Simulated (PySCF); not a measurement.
# Frontier orbitals and the lowest excitations

1-chloro-2-methoxypropane, C4H9ClO.
Geometry (PBE0-D3(BJ)/def2-SVP, Å), atoms numbered from 1 in this order:
```
atom  x, y, z in Å
C1     1.053   -0.237    0.466
O2    -0.105    0.502    0.230
C3    -1.201    0.182    1.053
C4    -1.859   -1.131    0.665
C5    -2.132    1.377    0.918
Cl6   -3.508    1.278    2.048
H7     0.934   -1.310    0.226
H8     1.385   -0.156    1.519
H9     1.843    0.171   -0.181
H10   -0.870    0.129    2.111
H11   -2.126   -1.114   -0.403
H12   -1.191   -1.986    0.842
H13   -2.772   -1.288    1.256
H14   -2.535    1.441   -0.102
H15   -1.579    2.299    1.140
```

Computed, not measured: TDDFT B3LYP/def2-SVPD, vertical, gas phase, core orbitals frozen in the response in PySCF 2.14.0, density-fitted response routines.

Frontier orbitals with the atoms that hold most of them (Löwdin shares over 4%, at most four atoms; ? is withheld):

```
orbital  ε (eV)                            atoms
 LUMO+2    0.96  Cl6 22%, H14 13%, C5 10%, C1 8%
 LUMO+1    0.42   Cl6 28%, C1 13%, C5 11%, H7 8%
   LUMO    0.28                                ?
   HOMO       ?                                ?
 HOMO-1   -8.23          Cl6 75%, C5 13%, H15 5%
 HOMO-2   -8.34    Cl6 68%, C5 12%, C3 7%, O2 4%
 HOMO-3   -9.06   O2 45%, C1 12%, C3 11%, Cl6 6%
```

Question: Which atoms hold the LUMO, and with what shares?

Answer: Cl6 (bonded to C) 35%; C5 (bonded to C, Cl and 2 H) 15%; C1 (bonded to O and 3 H) 10%; O2 (bonded to 2 C) 6%. By element: chlorine 35%, carbon 26% or more, oxygen 6%.

Question: Give the leading atoms of the HOMO.

Answer: O2 (bonded to 2 C) 56%; C1 (bonded to O and 3 H) 10%; C3 (bonded to 2 C, O and H) 7%; C4 (bonded to C and 3 H) 7%. By element: oxygen 56%, carbon 24% or more.

Question: What is the HOMO energy, and the HOMO–LUMO gap?

Answer: ε(HOMO) = -7.50 eV; the gap is 7.78 eV (0.2861 hartree).

Question: How does S1 compare with the orbital gap of 7.78 eV?

Answer: S1 is at 6.81 eV (f = 0.0048), 0.98 eV below the gap, made of HOMO→LUMO (97%). Without the coupling terms of the response equations the lowest excitation would equal the gap.

Question: One configuration dominates each of S1, S2, S3 and S4. Which, and how do the shares of the two leading atoms of either orbital change from the occupied to the empty one?

Answer: 
- S1 (6.81 eV, f 0.0048), HOMO→LUMO (97%): O2 56% → 6%, C1 10% → 10%, Cl6 at most 8% → 35%, C5 at most 8% → 15%
- S2 (7.04 eV, f 0.013), HOMO→LUMO+1 (94%): O2 56% → at most 9%, C1 10% → 13%, Cl6 at most 8% → 28%
- S3 (7.29 eV, f 0.0036), HOMO-1→LUMO (70%): Cl6 75% → 35%, C5 13% → 15%
- S4 (7.43 eV, f 0.0032), HOMO-2→LUMO (70%): Cl6 68% → 35%, C5 12% → 15%

The run took about 80 s of CPU time (one thread, shared machine).

One conformer stands for the species.
